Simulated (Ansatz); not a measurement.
Al$_{2}$, singlet: from triple and quadruple zeta to the limit

```yaml
atoms:
  - { symbol: Al, position_ang: [0.0000, 0.0000, 0.0000] }
  - { symbol: Al, position_ang: [0.0000, 0.0000, 3.0310] }
```

Ansatz 0.2.0, RHF determinant, valence electrons correlated. Energies in eV.

```json
{"set": "def2-TZVPP", "X": "3", "functions": "84", "Hartree–Fock": "-13163.6348", "MP2 correlation": "-2.6901", "CCSD(T) correlation": "-3.7313", "time": "1.9 s on 1 thread of Arm Neoverse V1, on a shared host"}
{"set": "def2-QZVPP", "X": "4", "functions": "140", "Hartree–Fock": "-13163.9773", "MP2 correlation": "-2.8986", "CCSD(T) correlation": "-3.8685", "time": "8.5 s on 1 thread of Arm Neoverse V1 (shared host)"}
```

Hartree–Fock is taken to follow E(X) = E∞ + A·exp(−7.88·√X), correlation E(X) = E∞ + B·X^−2.97.

Cautions: higher spins were not checked; restricted determinant unstable towards unrestricted.

Task: Work out the CCSD(T) energy at the limit, and how far the shortcut misses it that extrapolates MP2 and adds CCSD(T) minus MP2 from the smaller set.

Result: Hartree–Fock: E∞ = E4 + 0.1377·(E4 − E3) = -13164.0245. Correlation: E∞ = E4 + 0.7407·(E4 − E3) = -3.9702 for CCSD(T) and -3.0530 for MP2. The limit is -13167.9947 eV, 0.149 eV below def2-QZVPP. The shortcut gives a correlation energy of -3.0530 + (-1.0413) = -4.0943, 124 meV lower than the direct value.

Past Ne part of the Hartree–Fock step between the two sets comes from the cores, which don't follow the formula, so the 47 meV that it adds to the total can overshoot; that part largely cancels in differences.
